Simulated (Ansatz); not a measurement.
## FH (charge -1): a ladder of basis sets, step by step

Computed with the Ansatz DFT code, driven from Python.

Run as a notebook:

```python
import warnings

import ansatz as az
```

```python
config = {
    'xc': 'hf',
    'charge': -1,
}
```

```python
GEOMETRY = '''
H     0.00000    0.00000    0.00000
F     0.00000    0.00000    1.03500
'''
```

```python
warnings.simplefilter('ignore', az.DeckWarning)

geometry = az.Crystal.molecule()
for line in GEOMETRY.strip().splitlines():
    symbol, *xyz = line.split()
    geometry = geometry.atom(symbol, [float(v) for v in xyz])
```

```python
job = geometry.calculation().functional(config['xc']).charge(config['charge']).spin('collinear', total=1)
```

```python
energies = {}
for basis in ['cc-pVDZ', 'cc-pVTZ', 'cc-pVQZ']:
    summary = job.basis(gaussian=basis).run(threads=1).report
    size = summary['n_frozen'] + summary['n_occupied'][0] + summary['n_virtual'][0]
    energies[basis] = (summary['reference_energy_ev'] / 27.211386246, summary['free_energy_ev'] / 27.211386246)
    print(f'{basis:14s} {size:4d} orbitals  reference {energies[basis][0]:14.6f} Ha  total {energies[basis][1]:14.6f} Ha')
```

    cc-pVDZ          19 orbitals  reference     -99.859636 Ha  total     -99.859636 Ha
    cc-pVTZ          44 orbitals  reference     -99.930029 Ha  total     -99.930029 Ha
    cc-pVQZ          85 orbitals  reference     -99.959193 Ha  total     -99.959193 Ha

```python
last = energies['cc-pVQZ'][1]
for basis, (_, total) in energies.items():
    print(f'{basis:14s} lies {27.211386 * (total - last):9.4f} eV above cc-pVQZ')
```

    cc-pVDZ        lies    2.7091 eV above cc-pVQZ
    cc-pVTZ        lies    0.7936 eV above cc-pVQZ
    cc-pVQZ        lies    0.0000 eV above cc-pVQZ

Against cc-pVDZ: cc-pVTZ -70.4 mHa and cc-pVQZ -99.6 mHa. The last step alone is -29.16 mHa.

Reading the output:
- The drop along the ladder measures the basis error, and is no property of the molecule.
- The geometry is a force-field or estimated start, not a minimum of this method, and the last set is no limit. Much of the fall in a total is atomic energy, which cancels in bond and reaction energies.
- The run takes the species as open-shell (spin multiplicity 2), which needn't be its ground state.
- Anions want diffuse functions, which this basis lacks.
- Hardware and time: 0.7 s on 1 thread of Arm Neoverse V1, on a shared host, peak memory 0.15 GiB.
